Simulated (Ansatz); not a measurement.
Process, species as SMILES: N#N (N2) + 3 [H][H] (H2) → 2 N (NH3)
B3LYP-D3(BJ)/def2-TZVP geometries, fixed; electronic energies without zero-point terms.
Largest species:
```xyz
4

N      0.0022    -0.0038     0.1116
H     -0.0020     0.9512    -0.2281
H      0.8095    -0.4644    -0.2929
H     -0.8232    -0.4600    -0.2599
```
Charge 0, spin multiplicity 1.

Energies in hartree at CCSD(T) with Ansatz (a program for electronic structure); the energy of full hydrogenation is their sum with the coefficients shown, times 627.509 kcal/mol a hartree. All functions are spherical. Cores are frozen. No added dispersion term, no relativity.

| species | coefficient | part | cc-pVDZ | cc-pVTZ | cc-pVQZ |
|---|---|---|---|---|---|
| N#N (N2) | -1 | Hartree-Fock | -108.95491 | -108.98466 | -108.99234 |
| N#N (N2) | -1 | correlation | -0.31939 | -0.38883 | -0.41182 |
| [H][H] (H2) | -3 | Hartree-Fock | -1.12874 | -1.13293 | -1.13342 |
| [H][H] (H2) | -3 | correlation | -0.03475 | -0.03941 | -0.04037 |
| N (NH3) | +2 | Hartree-Fock | -56.19547 | -56.21775 | -56.22299 |
| N (NH3) | +2 | correlation | -0.20635 | -0.25529 | -0.26998 |

Question: Predict the energy of full hydrogenation in cc-pV5Z (X = 5): let each Hartree-Fock step shrink by the ratio of the last two, and fit each correlation energy at X = 3 and 4 to E + A/X^3. Compare with the run.

Answer: 
- N#N (N2): steps -0.02975 and -0.00768, ratio 0.258, so Hartree-Fock -108.99432 (run: -108.99402); A = (-0.38883 - (-0.41182))/(1/27 - 1/64) = 1.0737, correlation -0.41182 - A/64 + A/125 = -0.42001 (run: -0.41997).
- [H][H] (H2): steps -0.00419 and -0.00049, ratio 0.117, so Hartree-Fock -1.13348 (run: -1.13357); A = (-0.03941 - (-0.04037))/(1/27 - 1/64) = 0.0448, correlation -0.04037 - A/64 + A/125 = -0.04071 (run: -0.04065).
- N (NH3): steps -0.02228 and -0.00524, ratio 0.235, so Hartree-Fock -56.22422 (run: -56.22463); A = (-0.25529 - (-0.26998))/(1/27 - 1/64) = 0.6861, correlation -0.26998 - A/64 + A/125 = -0.27521 (run: -0.27477).
Predicted -38.88 kcal/mol; the run in cc-pV5Z gives -39.00, a miss of 0.12. Keeping the value in cc-pVQZ, -37.91, would miss by 1.09. All sums are of the energies as printed.
